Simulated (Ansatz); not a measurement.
Barrier C2H6 (SMILES CC) + HN via C2H7N, on the benchmark's geometries as Psi4's copy gives them; open shells unrestricted, no zero-point energy, no spin–orbit coupling.
Transition structure (charge 0, multiplicity 3):
```
atom    x (Å)    y (Å)    z (Å)
----  -------  -------  -------
C     -1.3950  -0.4497   0.0007
C     -0.4357   0.7141   0.0020
N      1.9276  -0.3784   0.0030
H     -1.2001  -1.1210  -0.8357
H     -1.3221  -1.0279   0.9218
H     -2.4287  -0.1054  -0.0893
H     -0.4177   1.3085  -0.9072
H     -0.4411   1.3291   0.8975
H      0.8285   0.1806  -0.0286
H      2.4726   0.4981   0.0039
```

Programs: Ansatz (Gaussian basis) for Hartree–Fock, density functionals and correlated methods. 

The barrier height (kcal/mol) and the share of exact exchange:

```json
[
 {"functional": "PBE/def2-TZVPPD", "exact exchange (%)": "0", "value": "7.66"},
 {"functional": "PBE0/def2-TZVPPD", "exact exchange (%)": "25", "value": "13.94"},
 {"functional": "BLYP/def2-TZVPPD", "exact exchange (%)": "0", "value": "10.69"},
 {"functional": "B3LYP/def2-TZVPPD", "exact exchange (%)": "20", "value": "14.71"},
 {"functional": "BHLYP/def2-TZVPPD", "exact exchange (%)": "50", "value": "21.20"},
 {"functional": "r2SCAN/def2-TZVPPD", "exact exchange (%)": "0", "value": "10.20"}
]
```

Problem. Take the value as linear in the share of exact exchange along PBE and PBE0. Give the slope, say whether the sign turns, and set the other functionals against that line.

Solution. 
Slope: (13.94 − (7.66))/2.5 = 2.51 kcal/mol for each 10 %. The line keeps its sign from 0 to 100 %. At 50 % it gives 20.2 kcal/mol. The LYP pair gives (21.20 − (10.69))/5 = 2.10 for each 10 %. BHLYP, at 50 %, lies 1.0 from the PBE line. B3LYP, at 20 %, lies 2.0 from the PBE line. r2SCAN, with none, stands 2.5 from PBE.

Ansatz is a program for electronic structure.
